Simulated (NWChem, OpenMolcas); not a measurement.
## SiCl2 (SMILES Cl[Si]Cl): the vertical ionisation energy, rung by rung

The species is SiCl2 (3 atoms), meant as a singlet with charge 0. SMILES: `Cl[Si]Cl`. The shape is that of a GFN2-xTB optimisation.

```xyz
3

Si    0.0051   -0.0069   -0.8693
Cl    1.5816   -0.0189    0.4441
Cl   -1.5868    0.0259    0.4253
```

Each level gives the vertical ionisation energy (to the doublet cation) (eV). The values are calculated.

```json
{"level": "HF/STO-3G", "kind": "Hartree–Fock", "program": "OpenMolcas", "value (eV)": "7.90", "CPU time (all runs)": "3.1 s"}
{"level": "HF/STO-3G, open shells restricted", "kind": "Hartree–Fock", "program": "OpenMolcas", "value (eV)": "7.99", "CPU time (all runs)": "3.1 s"}
{"level": "SVWN5/STO-3G", "kind": "LDA", "program": "OpenMolcas", "value (eV)": "8.35", "CPU time (all runs)": "5.7 s"}
{"level": "PBE/STO-3G", "kind": "GGA", "program": "OpenMolcas", "value (eV)": "8.29", "CPU time (all runs)": "6.5 s"}
{"level": "r2SCAN/STO-3G", "kind": "meta-GGA", "program": "OpenMolcas", "value (eV)": "8.41", "CPU time (all runs)": "8.4 s"}
{"level": "UPKZB/x2c-SVPall-2c (sfX2C)", "kind": "meta-GGA", "program": "NWChem", "value (eV)": "9.58", "CPU time (all runs)": "12 s"}
{"level": "BeckeHandH/pc-1 (ZORA)", "kind": "density functional", "program": "NWChem", "value (eV)": "9.80", "CPU time (all runs)": "22 s"}
{"level": "B3LYP/STO-3G", "kind": "global hybrid", "program": "OpenMolcas", "value (eV)": "8.51", "CPU time (all runs)": "6.9 s"}
{"level": "M06-2X/STO-3G", "kind": "hybrid meta-GGA", "program": "OpenMolcas", "value (eV)": "8.73", "CPU time (all runs)": "8.3 s"}
{"level": "PBE0/STO-3G", "kind": "global hybrid", "program": "OpenMolcas", "value (eV)": "8.56", "CPU time (all runs)": "6.6 s"}
```

The values span 7.90 to 9.80 eV. CPU times are rough (shared hosts, several kinds of processor): they show what a rung costs within a factor of a few.
